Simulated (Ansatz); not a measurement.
Relaxing Y2Ga

Method: Ansatz, DFT PBE, scalar-relativistic, plane waves, PAW. Cutoff 420 eV, Γ-centred k mesh, Gaussian smearing, no spin polarisation in the final step.

The start puts Y2Ga on the cuprite structure type (Pn-3m, No. 224), with Ga in place of O, Y in place of Cu, at a guessed volume.

```xyz
6
Lattice="5.4335 0.0000 0.0000 0.0000 5.4335 0.0000 0.0000 0.0000 5.4335" Properties=species:S:1:pos:R:3 pbc="T T T"
Y     1.3584    1.3584    1.3584
Y     1.3584    4.0751    4.0751
Y     4.0751    4.0751    1.3584
Y     4.0751    1.3584    4.0751
Ga    0.0000    0.0000    0.0000
Ga    2.7168    2.7168    2.7168
```

Cell and atoms relax at zero pressure; the relaxation can't lower the symmetry of the start. After a coarse first stage the cell is made exact in the group found at 0.06 Å.

The zero of energy is the elements' standard structures at the same level; no fitted shifts are applied.

Problem. Which crystal results?

Solution. It keeps Pn-3m (No. 224). The result has the cuprite structure. Conventional cell: a = 6.154 Å. Y has 2 Ga at 2.66 Å; around Ga lie 4 Y at 2.66 Å.

Space group Pn-3m:1 (No. 224). a = 6.154 Å, b = 6.154 Å, c = 6.154 Å, α = 90.00°, β = 90.00°, γ = 90.00°
```csv
atom,site,symmetry,x,y,z
Y,4b,.-3m,0.2500,0.2500,0.2500
Ga,2a,-43m,0.0000,0.0000,0.0000
```

Problem. What are its volume, energy, density and gap?

Solution. The volume per atom is 38.84 Å³ and the density is 3.53 g/cm³. The energy over the elements is 0.59 eV/atom and the gap on the 6×6×6 mesh is 0 eV (a metal).

The final run used a 6×6×6 mesh on its 6-atom cell and 0.10 eV smearing. For metals, differences of a few meV/atom aren't resolved. Symmetry constrained the relaxation, so the result can be a saddle point. The steps took roughly 80 core-seconds in all.

Cost: 3 runs of about 1.4 core-minutes in all, on Intel Xeon Platinum 8488C (Sapphire Rapids) (shared hosts).